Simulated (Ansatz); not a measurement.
Ideal-gas functions of C3H5Cl (`C=CCCl`) at 800 K and 1 bar, from an Ansatz frequency run at PBE0-D4/def2-TZVP.

Molar mass 76.53 g/mol, point group C1 (symmetry number 1), electronic degeneracy 1, moments of inertia 23.191, 180.312, 185.907 u Å². Harmonic wavenumbers (cm⁻¹, unscaled): 111, 285, 406, 614, 769, 906, 962, 968, 1030, 1120, 1229, 1277, 1324, 1444, 1479, 1725, 3092, 3152, 3155, 3178, 3246.

Use S(trans) = R[1.5 ln M + 2.5 ln T − 1.1517]; rotational temperatures θ = 24.2544 K / I; S(rot) = R[ln(√π/σ · √(T³/θAθBθC)) + 1.5]; for each mode x = 1.438777 ν̃/T, S = R[x/(eˣ − 1) − ln(1 − e⁻ˣ)] and H = RT x/(eˣ − 1); 1 cm⁻¹ = 0.0119627 kJ/mol; R = 8.31446 J/(mol·K).

Problem. By hand: the entropy, in J/(mol·K).

Solution. Translation 183.5. Rotation: θ = 1.0459, 0.1345, 0.1305 K, giving 117.2. Vibration, mode by mode: 21.73, 13.96, 11.11, 7.90, 6.25, 5.12, 4.72, 4.68, 4.28, 3.77, 3.23, 3.02, 2.82, 2.38, 2.27, 1.60, 0.21, 0.19, 0.19, 0.18, 0.17, in all 99.8. Electronic 0.0. Sum 400.5 J/(mol·K).

Problem. By hand: H − E and G − E in kJ/mol, counted from the electronic energy.

Solution. Zero-point energy ½ × 31472 × 0.0119627 = 188.2; thermal vibration 43.7; translation, rotation and pV give 4 RT = 26.6. H − E = 258.5 kJ/mol, and G − E = 258.5 − 800 × 400.5/1000 = -61.9 kJ/mol.

Vibration gives 25 % of the entropy, 21.7 J/(mol·K) of it from the mode under 150 cm⁻¹: soft modes count most, and the harmonic formula is weakest for them. The sum counts one conformer and one mirror image; others add a mixing term.
